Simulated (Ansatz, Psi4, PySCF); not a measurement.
Molecule: [dimethyl(phosphanyl)silyl]phosphane, C₂H₁₀P₂Si (charge 0, singlet). SMILES: C[Si](C)(P)P
Coordinates optimised at B3LYP-D3(BJ)/def2-TZVP (Ansatz, a quantum-chemistry and plane-wave program):
```xyz
15

C     -0.8976     0.7815     1.7488
Si    -0.2188     0.3046     0.0640
C     -0.7337     1.5593    -1.2354
P     -0.9283    -1.8021    -0.3996
P      2.0495     0.3333     0.1900
H     -1.9898     0.7991     1.7340
H     -0.5834     0.0729     2.5169
H     -0.5474     1.7747     2.0378
H     -0.3362     1.2959    -2.2168
H     -0.3706     2.5568    -0.9767
H     -1.8221     1.6016    -1.3143
H     -0.4553    -1.7781    -1.7372
H     -2.2477    -1.4146    -0.7618
H      2.2439    -0.3189    -1.0556
H      2.1429    -0.8667     0.9414
```

B3LYP/6-31G* beside other levels, property by property. Set-up: atomisation electronic, to ground-state atoms; dispersion terms only where a functional's name holds one; spin-orbit terms left out; valence correlation only; open shells spin-unrestricted; non-relativistic; six Cartesian d functions in 6-31G* and its kin unless marked 5d. CBS marks a two-point X^-3 extrapolation of the correlation energy; Hartree-Fock from the larger set. First-principles rows: single points at B3LYP-D3(BJ) geometries (Ansatz), with unscaled harmonic terms from B3LYP/6-31G* (Ansatz) at its own minima, enthalpies of formation by atomisation with measured atoms.

Coupled cluster (Ansatz) is a level with limits of its own, used here on species with T1 under 0.025 (0.045 for open shells) and stable references: CCSD(T)/CBS(cc-pV(T+d)Z,cc-pV(Q+d)Z).

| property | B3LYP/6-31G* (Ansatz) | M06-2X/6-31G* (5d) (PySCF) | wB97X-D/6-31G* (Psi4) | B3LYP/def2-TZVPD (Ansatz) | to compare with |
|---|---|---|---|---|---|
| P-Si bond dissociation enthalpy at 298 K, to C[Si](C)P + [PH2] (PH2) (kcal/mol) | 65.2 | 71.0 | 72.6 | 65.1 | 74.5 coupled cluster |
| C-H bond dissociation enthalpy at 298 K, to [CH2][Si](C)(P)P + H atom (kcal/mol) | 98.5 | 100.5 | 100.5 | 97.4 | 100.7 coupled cluster |
| enthalpy of formation at 298 K (kcal/mol) | -1.9 | -14.9 | -18.0 | -13.5 | -25.2 coupled cluster |
| C-Si bond dissociation enthalpy at 298 K, to [CH3] (CH3) + C[Si](P)P (kcal/mol) | 82.0 | 88.4 | 89.4 | 80.4 | 89.2 coupled cluster |
| atomisation energy (kcal/mol) | 1178.3 | 1191.3 | 1194.4 | 1189.9 | 1201.6 coupled cluster |
| H-P bond dissociation enthalpy at 298 K, to C[Si](C)([PH])P + H atom (kcal/mol) | 78.0 | 78.9 | 79.8 | 78.9 | 81.7 coupled cluster |

As the rows show:
- P-Si bond dissociation enthalpy at 298 K, to C[Si](C)P + [PH2] (PH2): B3LYP/6-31G* lies 9.3 kcal/mol below coupled cluster.
- C-H bond dissociation enthalpy at 298 K, to [CH2][Si](C)(P)P + H atom: B3LYP/6-31G* lies 2.2 kcal/mol below coupled cluster.
- enthalpy of formation at 298 K: B3LYP/6-31G* lies 23.3 kcal/mol above coupled cluster.
- C-Si bond dissociation enthalpy at 298 K, to [CH3] (CH3) + C[Si](P)P: B3LYP/6-31G* lies 7.2 kcal/mol below coupled cluster.
- atomisation energy: B3LYP/6-31G* lies 23.3 kcal/mol below coupled cluster.
- H-P bond dissociation enthalpy at 298 K, to C[Si](C)([PH])P + H atom: B3LYP/6-31G* lies 3.7 kcal/mol below coupled cluster.

The properties are those with a value to compare with, at most eight drawn at random. No case is left out for the size of its miss. Left out are saddle points of the reference geometry, anions that the best level run finds unbound, excited spin states, species near biochemistry, 298 K rows of species without real B3LYP wavenumbers, cases with under five habitual levels, runs that failed or that the program found above a lower state of the same kind, table entries that another table contradicts, and a share of species set aside by lot.
